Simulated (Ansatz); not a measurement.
Two shapes of singlet MgCl₂.

Shape 1:

```xyz
3

Cl    0.0000    0.0000   -2.3684
Mg    0.0000    0.0000    0.0000
Cl    0.0000    0.0000    2.3684
```

Shape 2:

```xyz
3

Cl   -0.0006   -0.0004   -2.1923
Mg    0.0005    0.0003    0.0008
Cl    0.0006    0.0006    2.1925
```

Basis set: cc-pVTZ (spherical functions). Correlated methods keep 11 orbitals frozen. Charge 0, multiplicity 1.

Computed with Ansatz (development build ahead of 0.2.0); each method stands on the lowest determinant of its kind that the runs found.

Question: Which shape is lower in energy, and by how much in each method?

Answer:

```
 method  E(2) − E(1) (eV)
    RHF            -0.398
RHF-MP2            -0.429
```

Shape 2 is lower.
